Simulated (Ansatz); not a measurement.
# C3H4S: one species, many methods

One table from this session's results is given with a row withheld; the runs are named, their logs left out.

The runs use Ansatz 0.2.0, Gaussian basis; functionals in def2-TZVPP, the program's frozen cores in correlated methods.

Levels to be run: LDA (SPW92), PBE-D4, revPBE-D4, BLYP-D4, r2SCAN-D4, B97M-V, PBE0-D4, B3LYP-D4, r2SCANh-D4, r2SCAN0-D4, HSE06-D4, BHLYP-D4, CAM-B3LYP-D4, LC-ωPBE, ωB97X-V, ωB97M-V, B2PLYP, PBE-QIDH; CCSD(T)/def2-SVP; CCSD(T)/def2-TZVPP; MP2/def2-QZVPP; extrapolation to the limit; RPA on PBE.

**The geometry**

All runs share one geometry, relaxed beforehand with PBE0-D4 in a triple-zeta def2 set.

8 atoms, charge 0, spin multiplicity 1.

Atoms are counted from 1 here; the program's logs count them from 0.

Bond lengths: C1–C2 1.317 Å, C1–H5 1.082 Å, C1–H6 1.084 Å, C2–C3 1.450 Å, C2–S4 1.728 Å, C3–S4 1.833 Å, C3–H7 1.086 Å, C3–H8 1.086 Å. Angles: C2–C1–H5 121.6°, C2–C1–H6 120.1°, H5–C1–H6 118.3°, C1–C2–C3 146.0°, C1–C2–S4 144.2°, C3–C2–S4 69.8°, C2–C3–S4 62.2°, C2–C3–H7 118.9°, C2–C3–H8 118.9°, S4–C3–H7 115.2°, S4–C3–H8 115.2°, H7–C3–H8 115.5°, C2–S4–C3 48.0°.

Geometry (Å):

```mol
C3H4S
  3D, bonds by distance, orders not assigned

  8  8  0  0  0  0  0  0  0  0999 V2000
   -0.5467    1.2813   -0.2038 C   0  0
   -0.1504    0.0267   -0.2712 C   0  0
    0.5888   -1.0373    0.3810 C   0  0
   -0.1990   -1.4085   -1.2324 S   0  0
   -1.1466    1.7288   -0.9855 H   0  0
   -0.2734    1.8920    0.6485 H   0  0
    1.6741   -1.0048    0.3698 H   0  0
    0.1454   -1.5354    1.2379 H   0  0
  1  2  8  0
  2  3  8  0
  3  4  8  0
  1  5  8  0
  1  6  8  0
  3  7  8  0
  3  8  8  0
  2  4  8  0
M  END
```

The first run:

Input file in.yaml:

```yaml
crystal:
  periodic: [false, false, false]
  atoms:
    - {symbol: C, position_ang: [-0.546741, 1.281260, -0.203785]}
    - {symbol: C, position_ang: [-0.150366, 0.026680, -0.271181]}
    - {symbol: C, position_ang: [0.588830, -1.037291, 0.380961]}
    - {symbol: S, position_ang: [-0.198971, -1.408455, -1.232422]}
    - {symbol: H, position_ang: [-1.146594, 1.728810, -0.985505]}
    - {symbol: H, position_ang: [-0.273427, 1.892027, 0.648470]}
    - {symbol: H, position_ang: [1.674136, -1.004764, 0.369816]}
    - {symbol: H, position_ang: [0.145434, -1.535368, 1.237945]}
basis:
  gaussian: {orbitals: def2-TZVPP}
hamiltonian: {xc: lda}
output: {orbitals: {seedname: orbitals}}
```

On the command line:

```sh
> ansatz run in.yaml --threads 2 --pin off --events-out ev --progress --plain --max-ram 4352MiB
```

Among the steps run: LDA; PBE-D4 (GGA); revPBE-D4 (GGA); BLYP-D4 (GGA); r2SCAN-D4 (meta-GGA); B97M-V (meta-GGA); PBE0-D4 (hybrid); B3LYP-D4 (hybrid); r2SCANh-D4 (hybrid); r2SCAN0-D4 (hybrid); HSE06-D4 (hybrid); BHLYP-D4 (hybrid); CAM-B3LYP-D4 (range-separated); LC-ωPBE (range-separated); ωB97X-V (range-separated); ωB97M-V (range-separated); B2PLYP (double hybrid); PBE-QIDH (double hybrid).

One table of the session follows, with a row left open; its other results are not shown here.

It belongs to the step «Frontier levels by functional». 

```
  functional  HOMO (eV)  gap (eV)
 LDA (SPW92)      -5.58      4.21
      PBE-D4      -5.44      4.25
   revPBE-D4      -5.38      4.27
     BLYP-D4      -5.27      4.19
   r2SCAN-D4      -5.63      4.70
      B97M-V      -5.67      4.75
     PBE0-D4      -6.53      6.36
    B3LYP-D4          ?         ?
  r2SCANh-D4      -6.04      5.48
  r2SCAN0-D4      -6.67      6.65
    HSE06-D4      -6.14      5.58
    BHLYP-D4      -7.48      8.36
CAM-B3LYP-D4      -7.80      8.74
     LC-ωPBE      -9.15     11.32
     ωB97X-V      -8.78     10.83
     ωB97M-V      -8.64     10.52
```

Estimate the missing values for B3LYP-D4.

Worked estimate for «HOMO (eV)». Against the share of exact exchange, BLYP-D4 (0, -5.27), BHLYP-D4 (0.5, -7.48) give a slope of -4.42 per unit share; at 0.2 the line stands at -6.15.

**Answer.** HOMO (eV): -6.31; gap (eV): 5.87. In «HOMO (eV)» the line misses by +0.16.
